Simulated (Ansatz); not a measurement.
C2H5NO2, SMILES `CN=C(O)O`. Charge 0, multiplicity 1.

Z-matrix (Å, degrees):
```
C
N 1 1.441
H 1 1.090 2 109.4
H 1 1.100 2 112.8 3 -118.6
H 1 1.100 2 112.7 3 118.6
C 2 1.262 1 118.1 3 179.6
O 6 1.332 2 122.1 1 180.0
O 6 1.338 2 128.9 1 -0.0
H 7 0.965 6 105.5 2 0.0
H 8 0.963 6 108.4 2 -0.0
```

(1) Give the diagnostics of a CCSD(T)/def2-TZVPP run (frozen core, Ansatz 0.2.0). (An estimate is asked.)

Answers

(1) Computed: T1 = 0.0127, largest single amplitude 0.029, largest double 0.039, (T) share of the correlation energy 4.0 %, 9 CCSD cycles. The RHF solution is stable towards an unrestricted one. T1 lies under the customary mark of 0.02 for closed shells.
